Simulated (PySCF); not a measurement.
ethanol (C₂H₆O), SMILES CCO. The structure is a stationary point at PBE-D3(BJ)/def2-TZVP. The values are those of a single conformer.

All values below come from PBE-D3(BJ)/def2-TZVP (PySCF).

Harmonic wavenumbers (cm⁻¹): 262, 283, 411, 782, 863, 1030, 1044, 1101, 1240, 1325, 1350, 1370, 1436, 1440, 1462, 2910, 2960, 3003, 3031, 3048, 3688. Rotational constants (GHz): 34.13, 9.120, 8.054; symmetry number 1.

### Question
Work out the zero-point energy and the ideal-gas rigid-rotor harmonic-oscillator thermochemistry at 298.15 K and 1 atm.

### Answer
ZPE = ½ Σ hcν = ½ × 34039 cm⁻¹ = 48.66 kcal/mol. H − E(el) = 51.98 kcal/mol. Entropy in cal/(mol K): translation 37.41, rotation 22.38, vibration 4.84, total 64.63. G − E(el) = 32.71 kcal/mol. Cp = 15.86 cal/(mol K).
